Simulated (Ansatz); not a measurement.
Relaxation of C2H4S2 (8 atoms, charge 0, multiplicity 1), to a largest force component of 0.02 eV/Å in at most 50 steps.

Method: Ansatz, RKS PBE0/def2-SVP.

```xyz
8
Properties=species:S:1:pos:R:3
C 0.268 0.852 0.839
S 0.143 0.659 -0.962
C -0.303 -1.044 -1.021
S -0.409 -1.859 -2.449
H -0.747 0.665 1.264
H 0.475 1.953 1.046
H 1.010 0.252 1.270
H -0.347 -1.536 -0.042
```

**Question.** Where does it end, and by what steps?

**Answer.** The run converged. After 9 steps the energy has fallen by 0.172 eV; C3 moved furthest, 0.07 Å.

| step | energy less start (eV) | largest force component (eV/Å) | accepted |
| --- | --- | --- | --- |
| 0 | 0.0000 | 2.673 | yes |
| 1 | 0.0552 | 2.095 | no |
| 2 | -0.0750 | 1.236 | yes |
| 3 | -0.1608 | 0.533 | yes |
| 4 | -0.1648 | 0.275 | yes |
| 5 | -0.1707 | 0.146 | yes |
| 6 | -0.1716 | 0.097 | yes |
| 7 | -0.1723 | 0.033 | yes |
| 8 | -0.1724 | 0.025 | yes |
| 9 | -0.1724 | 0.005 | yes |

```xyz
8
Properties=species:S:1:pos:R:3
C 0.230 0.880 0.848
S 0.162 0.626 -0.942
C -0.245 -1.048 -1.058
S -0.444 -1.856 -2.450
H -0.741 0.671 1.317
H 0.474 1.941 0.999
H 1.018 0.267 1.307
H -0.362 -1.539 -0.076
```

Whether the end is a true minimum wasn't checked by a vibrational analysis.

The run took 6.4 s on 2 threads of AMD EPYC 9R45 96-Core Processor (Zen 5), on a shared host, peak memory 0.18 GiB.
